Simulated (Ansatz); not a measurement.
**CH6Si2: a ladder of functionals and wavefunction methods**

The task here is to estimate one member of a computed series from the others.

Program: Ansatz 0.2.0, Gaussian basis. Level of theory: functionals in def2-TZVPP, the program's frozen cores in correlated methods. These are calculated values, not measurements.

Levels to be run: LDA (SPW92), PBE-D4, revPBE-D4, BLYP-D4, r2SCAN-D4, B97M-V, PBE0-D4, B3LYP-D4, r2SCANh-D4, r2SCAN0-D4, HSE06-D4, BHLYP-D4, CAM-B3LYP-D4, LC-ωPBE, ωB97X-V, ωB97M-V, B2PLYP, PBE-QIDH; CCSD(T)/def2-SVP; CCSD(T)/def2-TZVPP; MP2/def2-QZVPP; extrapolation to the limit; RPA on PBE.

### The geometry

All runs share one geometry, relaxed beforehand with PBE0-D4 in a triple-zeta def2 set.

9 atoms, charge 0, spin multiplicity 1.

Atoms are counted from 1 here; the program's logs count them from 0.

Bond lengths: C1–Si2 1.897 Å, C1–Si3 1.897 Å, C1–H4 1.088 Å, C1–H5 1.088 Å, Si2–Si3 2.247 Å, Si2–H6 1.482 Å, Si2–H7 1.482 Å, Si3–H8 1.482 Å, Si3–H9 1.482 Å. Angles: Si2–C1–Si3 72.6°, Si2–C1–H4 117.1°, Si2–C1–H5 117.0°, Si3–C1–H4 117.1°, Si3–C1–H5 117.1°, H4–C1–H5 111.3°, C1–Si2–Si3 53.7°, C1–Si2–H6 116.2°, C1–Si2–H7 116.2°, Si3–Si2–H6 121.8°, Si3–Si2–H7 121.8°, H6–Si2–H7 113.1°, C1–Si3–Si2 53.7°, C1–Si3–H8 116.2°, C1–Si3–H9 116.2°, Si2–Si3–H8 121.8°, Si2–Si3–H9 121.9°, H8–Si3–H9 113.1°.

The first run:

Contents of in.yaml:

```yaml
crystal:
  periodic: [false, false, false]
  atoms:
    - {symbol: C, position_ang: [-0.725484, 0.023837, -0.661840]}
    - {symbol: Si, position_ang: [0.891555, 0.865977, -0.136778]}
    - {symbol: Si, position_ang: [-0.068105, -0.907944, 0.854521]}
    - {symbol: H, position_ang: [-1.644068, 0.592461, -0.533364]}
    - {symbol: H, position_ang: [-0.720488, -0.508852, -1.610437]}
    - {symbol: H, position_ang: [0.767024, 2.234031, 0.418590]}
    - {symbol: H, position_ang: [2.037730, 0.718162, -1.064124]}
    - {symbol: H, position_ang: [0.410767, -2.289862, 0.616829]}
    - {symbol: H, position_ang: [-0.860531, -0.774310, 2.099404]}
basis:
  gaussian: {orbitals: def2-TZVPP}
hamiltonian: {xc: lda}
output: {orbitals: {seedname: orbitals}}
```

The run is started by

```console
> ansatz run in.yaml --threads 2 --pin off --events-out ev --progress --plain --max-ram 4352MiB
```

Steps of the session up to this table: LDA; PBE-D4 (GGA); revPBE-D4 (GGA); BLYP-D4 (GGA); r2SCAN-D4 (meta-GGA); B97M-V (meta-GGA); B3LYP-D4 (hybrid); r2SCANh-D4 (hybrid); r2SCAN0-D4 (hybrid); HSE06-D4 (hybrid); BHLYP-D4 (hybrid); CAM-B3LYP-D4 (range-separated); LC-ωPBE (range-separated); ωB97X-V (range-separated); ωB97M-V (range-separated); B2PLYP (double hybrid); PBE-QIDH (double hybrid).

One of the session's tables, all rows but one given; the rest of the session is left out.

It belongs to the step «Frontier levels by functional». 

| functional | HOMO (eV) | gap (eV) |
| --- | --- | --- |
| LDA (SPW92) | -5.83 | 4.67 |
| PBE-D4 | -5.73 | 4.76 |
| revPBE-D4 | -5.69 | 4.79 |
| BLYP-D4 | -5.57 | 4.73 |
| r2SCAN-D4 | -5.92 | 5.26 |
| B97M-V | -5.98 | 5.10 |
| PBE0-D4 | -6.73 | 6.57 |
| B3LYP-D4 | -6.53 | 6.18 |
| r2SCANh-D4 | -6.29 | 5.91 |
| r2SCAN0-D4 | -6.85 | 6.88 |
| HSE06-D4 | -6.33 | 5.81 |
| BHLYP-D4 | -7.60 | 8.32 |
| CAM-B3LYP-D4 | -7.95 | 8.78 |
| LC-ωPBE | -9.23 | 11.14 |
| ωB97X-V | ? | ? |
| ωB97M-V | -8.73 | 10.24 |

**Question.** Estimate the row for ωB97X-V.

The run gave: HOMO (eV): -8.92; gap (eV): 10.75. In the column «HOMO (eV)» it lies between LC-ωPBE (-9.23) and ωB97M-V (-8.73).
